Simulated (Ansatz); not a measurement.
**AlS (quartet): RPA-PBE over a scan of the distance Al1–S2, 6-31G**

How well do these functionals follow the top wave-function level for AlS (quartet) over a scan of the distance Al1–S2?

Method: 6-31G, all electrons in the functionals, frozen cores in the correlation of double hybrids and RPA; program: Ansatz 0.2.0, Gaussian basis.

The runs, in order: RPA-PBE, at 1.788 Å; 2.012 Å; 2.241 Å; 2.432 Å; 2.771 Å; 3.112 Å; 3.552 Å; 4.130 Å; 5.003 Å; 5.994 Å; 7.773 Å.

23 further runs of the same task are left out: 16 that didn't finish, 7 set aside as unsound or not needed. Runs told in other sessions of the task aren't counted.

## Step 1: What is computed

The geometry derives from a PBE0/def2-TZVP stationary point (not a proven minimum). One bond is set to the value named and the two fragments are kept rigid.

2 atoms, charge 0, spin multiplicity 4.

Atoms are counted from 1 here; the program's logs count them from 0.

Bond lengths: Al1–S2 2.241 Å.

No dispersion term is added.

The geometry shown and the zero of energy belong to the point 2.241 Å. The yardstick, FCI, and other wave-function levels (R restricted, U unrestricted, valence and pair active spaces) come from earlier runs.

## Step 2: RPA-PBE, 1.788 Å

Contents of in.yaml:

```yaml
crystal:
  periodic: [false, false, false]
  atoms:
    - {symbol: Al, position_ang: [0.000000, 0.000000, 0.000000]}
    - {symbol: S, position_ang: [0.000000, 0.000000, 1.788000]}
basis:
  gaussian: {orbitals: 6-31G}
magnetization: {spin_polarized: true, initial_magnetization: 3}
hamiltonian: {xc: {name: PBE}}
correlation: {method: rpa, electrons: outside_noble_gas}
```

Run with:

```sh
ansatz run in.yaml --threads 1 --pin off --events-out ev --progress --plain --max-ram 2393MiB
```

After this run come: RPA-PBE, 2.012 Å; RPA-PBE, 2.241 Å; RPA-PBE, 2.432 Å; RPA-PBE, 2.771 Å; RPA-PBE, 3.112 Å; RPA-PBE, 3.552 Å; RPA-PBE, 4.130 Å; RPA-PBE, 5.003 Å; RPA-PBE, 5.994 Å; RPA-PBE, 7.773 Å.

Q: Predict the results of all the runs planned. Wanted: span of the FCI curve; largest miss, RPA-PBE.

As calculated:

| quantity | value |
| --- | --- |
| span of the FCI curve | 78.7 kcal/mol |
| largest miss, RPA-PBE | -15.4 kcal/mol (7.773 Å) |

In words: RPA-PBE strays by up to 15.4 kcal/mol, at 7.773 Å. Functionals and the yardstick converge differently with the basis, so part of each miss in 6-31G is the basis.
